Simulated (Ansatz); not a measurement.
# SiH2Cl− (SMILES [SiH2-]Cl) at 6 levels

Wanted: a comparison of 6 runs (UHF/STO-3G, B2PLYP/STO-3G, PBE/STO-3G, SVWN5/STO-3G, CCSDT/STO-3G, CCSDTQ/STO-3G) of SiH2Cl−. 

Program for the calculation: Ansatz 0.2.0.

1 further run of the same task is left out (set aside as unsound or not needed).

## Step 1: The system as given

SiH2Cl− has 4 atoms, charge -1, and is taken as a singlet. SMILES: `[SiH2-]Cl`. The H4–Si1 distance was set to 2.985 Å, away from the relaxed value. At this shape a bond of the SMILES string is far longer than usual.

Bond lengths: Si1–Cl2 2.290 Å, Si1–H3 1.492 Å. Angles: Cl2–Si1–H3 95.2°.

## Step 2: The energy at UHF/STO-3G (run 1)

Contents of in.yaml:

```yaml
crystal:
  periodic: [false, false, false]
  atoms:
    - {symbol: Si, position_ang: [-0.762613, 0.193626, 1.701631]}
    - {symbol: Cl, position_ang: [1.397387, -0.360084, 2.222241]}
    - {symbol: H, position_ang: [-1.245793, -1.215184, 1.613091]}
    - {symbol: H, position_ang: [-0.213160, 0.668840, -1.193830]}
basis:
  gaussian: {orbitals: STO-3G}
total_charge: -1
magnetization: {spin_polarized: true}
hamiltonian: {xc: hf}
accuracy: high
```

On the command line:

```
$ ansatz run in.yaml --threads 1 --pin off --max-ram 2610MiB --events-out events.jsonl --progress --plain --runs-dir runs
```

The program printed:

```text
Warning: RAYON_NUM_THREADS=1 ignored (pool sized by the plan → 1); use --threads N
Functional definition: HF
  name "HF"
  exchange = exact_x
  correlation = 0
337 factors; integrals over basis functions are off by at most 2.0e-8 eV
mean field evaluation 1: about -20161.6540 eV, gradient 9.0e0 eV
mean field evaluation 2: about -20161.6883 eV, gradient 9.0e0 eV
mean field evaluation 4: about -20164.0029 eV, gradient 9.5e-1 eV
mean field evaluation 8: about -20164.0241 eV, gradient 2.1e-2 eV
mean field evaluation 16: about -20164.4787 eV, gradient 2.8e0 eV
mean field evaluation 32: about -20166.0440 eV, gradient 5.2e-4 eV
mean field -20166.08151631 eV, -741.0898266633 hartree, gradient 1.7e-8 eV, S^2 0.932801; 2 other end points of the search recorded, 0 dependent functions left out
reference -20166.08151631 eV, -741.0898266633 hartree; 17, 17 occupied and 3, 3 virtual orbitals, 337 factors
Total energy: -20166.08151631 eV, -741.0898266633 hartree
```

Wall time 0.24 s (1 thread of Arm Neoverse V1, shared host).

## Step 3: A single-point energy at B2PLYP/STO-3G (run 2)

Contents of job.yaml:

```yaml
crystal:
  periodic: [false, false, false]
  atoms:
    - symbol: Si
      position_ang: [-0.762613, 0.193626, 1.701631]
    - symbol: Cl
      position_ang: [1.397387, -0.360084, 2.222241]
    - symbol: H
      position_ang: [-1.245793, -1.215184, 1.613091]
    - symbol: H
      position_ang: [-0.213160, 0.668840, -1.193830]
basis:
  gaussian:
    orbitals: STO-3G
total_charge: -1
hamiltonian:
  xc: {name: B2PLYP}
correlation:
  frozen_orbitals: {Cl: 5, H: 0, Si: 5}
accuracy: high
```

On the command line:

```
$ ansatz run job.yaml --threads 1 --pin off --max-ram 2610MiB --events-out events.jsonl --progress --plain --runs-dir runs
```

The program printed (excerpt; [...] marks lines left out):

```text
Warning: RAYON_NUM_THREADS=1 ignored (pool sized by the plan → 1); use --threads N
Functional definition: B2PLYP
  name "B2PLYP"
[...]
337 factors; integrals over basis functions are off by at most 2.0e-8 eV
[...]
mean field -20188.32914717 eV, -741.9074120177 hartree, gradient 9.1e-9 eV, S^2 0.000000; 0 other end points of the search recorded, 0 dependent functions left out; unrestricted orbitals would lower it
10 core orbitals not correlated: weight in the atoms' cores, before any rotation towards them, 1.000 or more for the frozen orbitals, at most 0.000 for the correlated occupied ones
reference -20188.32916610 eV, -741.9074127130 hartree; 7, 7 occupied and 3, 3 virtual orbitals, 337 factors
second order -3.39116164 eV of doubles, -0.00000000 eV of singles
Total energy: -20189.24477974 eV, -741.9410608938 hartree
```

Run time: 1.4 s. Hardware: 1 thread of Arm Neoverse V1, shared host; peak memory 0.095 GiB.

## Step 4: The energy at PBE/STO-3G (run 3)

Contents of input.yaml:

```yaml
crystal:
  periodic: [false, false, false]
  atoms:
    - {symbol: Si, position_ang: [-0.762613, 0.193626, 1.701631]}
    - {symbol: Cl, position_ang: [1.397387, -0.360084, 2.222241]}
    - {symbol: H, position_ang: [-1.245793, -1.215184, 1.613091]}
    - {symbol: H, position_ang: [-0.213160, 0.668840, -1.193830]}
basis:
  gaussian:
    orbitals: STO-3G
total_charge: -1
hamiltonian:
  xc: {name: PBE}
accuracy: high
```

On the command line:

```
$ ansatz run input.yaml --threads 1 --pin off --max-ram 2610MiB --events-out events.jsonl --progress --plain --runs-dir runs
```

The program printed:

```text
Warning: RAYON_NUM_THREADS=1 ignored (pool sized by the plan → 1); use --threads N
Functional definition: PBE
  name "PBE"
  parameter kappa = 0.804
  parameter beta = 0.06672455060314922
  exchange = pbe_x(kappa = kappa, mu = beta*pi^2/3)
  correlation = pbe_c(beta = beta)
337 factors; integrals over basis functions are off by at most 2.0e-8 eV
mean field evaluation 1: about -20182.9897 eV, gradient 1.9e1 eV
mean field evaluation 2: about -20164.3338 eV, gradient 3.5e1 eV
mean field evaluation 4: about -20187.6036 eV, gradient 9.3e0 eV
mean field evaluation 8: about -20188.1744 eV, gradient 4.5e0 eV
mean field evaluation 16: about -20188.2922 eV, gradient 1.3e-3 eV
mean field -20188.29216787 eV, -741.9060530534 hartree, gradient 1.2e-8 eV, S^2 0.000000; 0 other end points of the search recorded, 0 dependent functions left out
reference -20188.29216974 eV, -741.9060531221 hartree; 17, 17 occupied and 3, 3 virtual orbitals, 337 factors
Total energy: -20188.29216974 eV, -741.9060531221 hartree
```

It took 0.99 s on 1 thread of Arm Neoverse V1, shared host; peak memory 0.091 GiB.

Runs 4 to 5 aren't shown in full; the table further down has their settings and results.

## Step 5: The energy at CCSDTQ/STO-3G (run 6)

Contents of job.yaml:

```yaml
crystal:
  periodic: [false, false, false]
  atoms:
    - {symbol: Si, position_ang: [-0.762613, 0.193626, 1.701631]}
    - {symbol: Cl, position_ang: [1.397387, -0.360084, 2.222241]}
    - {symbol: H, position_ang: [-1.245793, -1.215184, 1.613091]}
    - {symbol: H, position_ang: [-0.213160, 0.668840, -1.193830]}
basis:
  gaussian: {orbitals: STO-3G}
total_charge: -1
correlation: {method: ccsdtq, frozen_orbitals: {Cl: 5, H: 0, Si: 5}}
accuracy: high
scf: {omitted_lower_state_checks: [cluster_reference, increment]}
```

On the command line:

```
$ ansatz run job.yaml --threads 1 --pin off --max-ram 2610MiB --events-out events.jsonl --progress --plain --runs-dir runs
```

The program printed:

```text
Warning: RAYON_NUM_THREADS=1 ignored (pool sized by the plan → 1); use --threads N
[... 11 lines left out ...]
10 core orbitals not correlated: weight in the atoms' cores, before any rotation towards them, 1.000 or more for the frozen orbitals, at most 0.000 for the correlated occupied ones
[... 32 lines left out ...]
WARN: these amplitudes may be one of several solutions (largest doubles amplitude 0.63, level shift 4.29 eV)
Total energy: -20167.21848799 eV, -741.1316096020 hartree
Checks for a lower state left out: cluster_reference, increment
```

Run time: 2.5 s. Hardware: 1 thread of Arm Neoverse V1, shared host; peak memory 0.098 GiB.

## Step 6: Overview of the runs

| run | level | frozen core orbitals | energy (Eh) | wall time |
| --- | --- | --- | --- | --- |
| 1 | UHF/STO-3G | – | -741.089827 | 0.24 s |
| 2 | B2PLYP/STO-3G | 10 | -741.941061 | 1.4 s |
| 3 | PBE/STO-3G | – | -741.906053 | 0.99 s |
| 4 | SVWN5/STO-3G | – | -739.520924 | 0.62 s |
| 5 | CCSDT/STO-3G | 10 | -741.132096 | 0.24 s |
| 6 | CCSDTQ/STO-3G | 10 | -741.131610 | 2.5 s |

## Step 7: Outcome

```
                                           quantity          value
                                run 6: total energy  -741.13161 Eh
run 6: correlation energy (10 core orbitals frozen)     -117.4 mEh
                               run 6: T1 diagnostic          0.087
```

**Reading.** Below the UHF energy at the same shape and in the same basis (STO-3G): CCSDT -42.3 mEh; CCSDTQ -41.8 mEh. Some of these start from another determinant than that one, so these aren't their correlation energies. Totals of different functionals can't be ranked against each other. In runs 2, 5, 6 the log says that unrestricted orbitals would lower the reference, so the values rest on an unstable closed-shell determinant (other closed-shell runs at this shape may share the fault). In runs 1, 2, 3, 4, 5, 6 the basis is minimal, so the values are rough. Spin contamination of the reference: run 1 ⟨S²⟩ = 0.93. Where it is this large, the reference is a mixture of spin states, and values that rest on it are in doubt. All runs together took 6 s, the longest 2.5 s.
